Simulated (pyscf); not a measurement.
# Routes from O=Nb(OH)(OH)–OH + hydrogen (H₂)

Candidate steps break at most two bonds and form at most two. Each was searched with GFN2-xTB (tblite) first. Single points on ωB97X-D3(BJ)/def2-SVP structures (PySCF, gas phase). Energies: ωB97M-D3(BJ)/def2-TZVP, kJ/mol, from the separated reactants, singlet surface; ΔG‡ with ideal gas, 1 atm, RRHO with modes under 100 cm⁻¹ raised to 100, one conformer, R ln 2 for chiral ones without a mode under 150 cm⁻¹.

```csv
products,type,ΔE‡,ΔE,ΔG‡ 298 K,ΔG‡ 900 K,ν‡ (cm⁻¹)
O=NbH(OH)–OH + H₂O,four-centre exchange,138.8,+119.3,175.8,247.9,1169i
HO–NbH(OH)(OH)–OH,addition across a multiple bond or ene-type step,152.4,+56.5,188.9,261.4,1460i
```

Row 1: On the product side the descent ends in an adduct with a Nb–O contact, 53.5 kJ/mol under the separated species and 63.5 kJ/mol under the saddle at ωB97X-D3(BJ)/def2-TZVP. 

Plain bond fissions and candidates not yet searched are not listed, and one of them may be faster. Each barrier is that of the saddle found; lower ones may exist. Elements past Kr carry the def2 core potentials, without spin-orbit coupling.
